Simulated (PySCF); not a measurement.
**Bonding in `C=C([O-])F`**

Species: C2H2FO (charge -1).
Atom-mapped SMILES: `[CH2:1]=[C:2]([O-:3])[F:4]` (hydrogens: H5, H6 on C1)

Cartesian coordinates in Å at the PBE0-D3(BJ)/def2-SVP level; atoms count from 1:
```xyz
6
C2H2FO angstrom
C     -0.7320   -0.0101   -0.0984
C      0.6375   -0.1148    0.0198
O      1.4645   -0.9531   -0.3135
F      1.1839    1.0261    0.6850
H     -1.2664    0.8643    0.2766
H     -1.2831   -0.8146   -0.5905
```

Bond orders from the PBE0/pcSseg-1 density (PySCF). Isolated species at its PBE0-D3(BJ)/def2-SVP geometry, gas phase. The pcSseg-1 basis has no diffuse functions, a weakness for an anion. The HOMO energy is positive at this level (+0.31 eV), so the outermost electrons may be held by the finite basis alone.

Where do the orders between heavy atoms depart from those drawn in the SMILES?

The largest departure is 0.846, at C2–O3 (drawn single, 1.846). Drawn single, order above 1.12: C2–O3 (1.846). Drawn single, order below 0.88: C2–F4 (0.811). Drawn double or triple, more than 0.30 short of the drawn order: C1–C2 (1.540). The SMILES, with its formal charges, is one Lewis structure only.

Give the Mayer order of every bond between heavy atoms, beside its length.

```tsv
bond	drawn as	length (Å)	Mayer order
C1–C2	double	1.378	1.540
C2–O3	single	1.224	1.846
C2–F4	single	1.429	0.811
```

And the bonds to hydrogen?

C–H: 0.96 (2 bonds).

Sum the orders of all bonds at each heavy atom with more than one neighbour and set the sums beside the valence in the SMILES.

C1 3.463 (drawn 4), C2 4.197 (drawn 4). Orders between atoms that aren't bonded are not in these sums.

The Mayer order sums products of elements of PS (density times overlap matrix) between the two atoms' basis functions, so it depends on the basis set.

The run behind these numbers computed NMR shieldings as well. Hardware: Arm Neoverse V2, one thread, no GPU, shared host. Cost: 3.1 s wall.
